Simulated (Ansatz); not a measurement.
# O2: the cost of one run

Computed with Ansatz 0.2.0, driven from Python. Level of theory: B3LYP/aug-cc-pVDZ.

### Step 1. The system

Bond lengths: O1–O2 1.210 Å.

No structure file is read: the coordinates are typed or built in the script.

### Step 2. The script

ip_o2.py

```python
import ansatz as az
from ase import Atoms


def energy_of(molecule, charge=0, unpaired=0):
    calc = (
        molecule.calculation()
        .basis(gaussian="aug-cc-pVDZ")
        .functional("b3lyp")
    )
    if charge:
        calc = calc.charge(charge)
    if unpaired:
        calc = calc.spin("collinear", total=unpaired)
    report = calc.run(threads=1).report
    if report["published_state_doubts"]:
        print("  doubts:", report["published_state_doubts"])
    return report["free_energy_ev"]

atoms = Atoms(["O", "O"], positions=[
    (0.5169, -0.1672, 0.2662),
    (-0.5169, 0.1672, -0.2662),
])
geometry = az.Crystal.molecule_from_ase(atoms)

parent = energy_of(geometry, 0, 2)
cation = energy_of(geometry, 1, 1)
print(f"E(N)   = {parent:.5f} eV")
print(f"E(N-1) = {cation:.5f} eV  (1 unpaired)")
print(f"vertical ionisation energy {cation - parent:.3f} eV")
other = energy_of(geometry, 1, 3)
print(f"to the state with 3 unpaired electrons: {other - parent:.3f} eV")
anion = energy_of(geometry, -1, 1)
print(f"E(N+1) = {anion:.5f} eV  (1 unpaired)")
print(f"vertical electron affinity {parent - anion:.3f} eV" + ("" if anion < parent else " (unbound in this basis)"))
print(f"fundamental gap IP - EA = {cation + anion - 2 * parent:.3f} eV")
```

### Step 3. Launch

Command:

```sh
python ip_o2.py
```

**Question.** How long does this script take on 1 thread of Arm Neoverse V2, shared host, and how much memory does it need?

About 3.4 s, with a peak of 0.17 GiB.
